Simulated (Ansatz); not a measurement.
# SiH₅O (doublet): from Hartree-Fock to the top rungs at distance Si1–H5 along a hydrogen transfer = 1.485 Å, cc-pVDZ

How much of the correlation energy of SiH₅O (doublet) does each wave-function method recover here?

Computed with Ansatz 0.2.0, Gaussian basis. Level: cc-pVDZ, core rule «outside noble gas», up to 6 orbitals frozen.

To be run: UHF; CCSD(T) on ROHF; CCSD(T) on UHF; BCCD(T) on ROHF; CISD; CCSDT(Q) on ROHF; CCSDT(Q) on UHF; CASSCF and MRCISD+Q, 3 electrons in 3 orbitals; CASSCF and NEVPT2, 3 electrons in 3 orbitals.

## (1) The system

The geometry derives from fragments relaxed apart (PBE0/def2-TZVP) and kept rigid, so it is no stationary point. A hydrogen atom is moved between rigid fragments.

7 atoms, charge 0, spin multiplicity 2.

Atoms are counted from 1 here; the program's logs count them from 0.

Bond lengths: Si1–H2 1.485 Å, Si1–H3 1.485 Å, Si1–H4 1.485 Å, Si1–H5 1.485 Å, O6–H7 0.973 Å. Angles: H2–Si1–H3 109.5°, H2–Si1–H4 109.5°, H2–Si1–H5 109.5°, H3–Si1–H4 109.5°, H3–Si1–H5 109.5°, H4–Si1–H5 109.5°.

## (2) UHF

Input file in.yaml:

```yaml
crystal:
  periodic: [false, false, false]
  atoms:
    - {symbol: Si, position_ang: [-0.980436, 0.019286, 0.000000]}
    - {symbol: H, position_ang: [-1.475308, 1.418994, 0.000000]}
    - {symbol: H, position_ang: [-1.475307, -0.680568, 1.212183]}
    - {symbol: H, position_ang: [-1.475308, -0.680568, -1.212182]}
    - {symbol: H, position_ang: [0.504179, 0.019286, 0.000000]}
    - {symbol: O, position_ang: [1.836564, 0.019286, -0.000001]}
    - {symbol: H, position_ang: [2.088423, -0.920664, -0.000001]}
basis:
  gaussian: {orbitals: cc-pVDZ}
magnetization: {spin_polarized: true, initial_magnetization: 1}
hamiltonian: {xc: hf}
output: {orbitals: {seedname: orbitals}}
```

Run with:

```bash
$ ansatz run in.yaml --threads 1 --pin off --events-out ev --progress --plain --max-ram 2816MiB --backend cpu
```

The runs that follow: CCSD(T) on ROHF; CCSD(T) on UHF; BCCD(T) on ROHF; CISD; CCSDT(Q) on ROHF; CCSDT(Q) on UHF; CASSCF and MRCISD+Q, 3 electrons in 3 orbitals; CASSCF and NEVPT2, 3 electrons in 3 orbitals.

Before running them: what should the planned runs give, taken together? Wanted: UCCSDT(Q) below the RHF energy; RMP2 from UCCSDT(Q); UMP2 from UCCSDT(Q); RCCSD from UCCSDT(Q); RCCSD(T) from UCCSDT(Q); UCCSD(T) from UCCSDT(Q); RCCSDT(Q) from UCCSDT(Q); NEVPT2 pair from UCCSDT(Q); MRCISD+Q pair from UCCSDT(Q).

**Answer**, as computed:

```
                         quantity                               value
   UCCSDT(Q) below the RHF energy                          -9.5492 eV
              RMP2 from UCCSDT(Q)                         +1419.8 meV
              UMP2 from UCCSDT(Q)                         +1434.3 meV
             RCCSD from UCCSDT(Q)                          +226.4 meV
          RCCSD(T) from UCCSDT(Q)                           +43.8 meV
          UCCSD(T) from UCCSDT(Q)                           +43.9 meV
         RCCSDT(Q) from UCCSDT(Q)                            +0.4 meV
       NEVPT2 pair from UCCSDT(Q)                         +1334.6 meV
     MRCISD+Q pair from UCCSDT(Q)                          +165.4 meV
levels within 1 kcal/mol (43 meV)  BCCD(T), RCCSDT, UCCSDT, RCCSDT(Q)
                    T1 diagnostic                               0.031
```

In words: RCCSD(T) misses by +43.8 meV, 0.5 % of the correlation energy. Of the multireference levels listed MRCISD+Q pair comes nearest in total energy (+165.4 meV), which doesn't show that its space is the better one. These misses are within one basis, not against nature; the frozen cores of restricted and unrestricted runs differ, which can shift their rows.
